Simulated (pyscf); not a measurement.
This saddle point was located with ωB97X-D3(BJ)/def2-SVP in PySCF.

```xyz
18

Ge     0.6830    -1.3540     0.8617
O     -0.7948    -0.9745     0.0541
C     -1.2085     0.9650    -0.6146
C     -2.3379     0.9889     0.2298
C      0.0633     1.6699    -0.2916
O      1.0343    -0.3277     2.2668
O      1.9952    -1.0556    -0.2906
O      0.7219    -2.9961     1.5252
H     -1.3164     0.5738    -1.6307
H     -1.8041    -0.1610     0.5079
H     -3.3219     0.8015    -0.2109
H     -2.3026     1.6376     1.1120
H      0.2123     1.7341     0.7962
H      0.9313     1.1772    -0.7493
H     -0.0230     2.6955    -0.6938
H      0.8619    -0.7976     3.0913
H      2.8514    -1.0373     0.1533
H      0.2090    -3.6059     0.9816
```

Surface: singlet, charge 0. Lowest wavenumbers (cm⁻¹): 1663i, 57, 66, 96, 156.

Question: Name the species on either side of this saddle.

Answer: H₃C–CH(CH₃)–O–Ge(OH)(OH)–OH (SMILES CC(C)[O][Ge]([OH])([OH])[OH]) ⇌ HO–Ge(OH)(OH)–OH (SMILES [OH][Ge]([OH])([OH])[OH]) + H₂C=CH–CH₃ (SMILES C=CC), an elimination read from left to right: C–O, C–H broken and H–O formed. At ωB97M-D3(BJ)/def2-TZVP it lies +61.8 kcal/mol from the left side and +45.0 kcal/mol from the right (each side as separated species at their lowest minima found). On the product side the descent ends in a complex, 5.7 kcal/mol under the separated species and 50.3 kcal/mol under the saddle at ωB97X-D3(BJ)/def2-TZVP. At ωB97X-D3(BJ) the barrier from the zero used here is 64.8 kcal/mol. This is the saddle that the search found; another between the same sides may lie lower. Elements up to Kr have no core potential and no relativistic terms here.
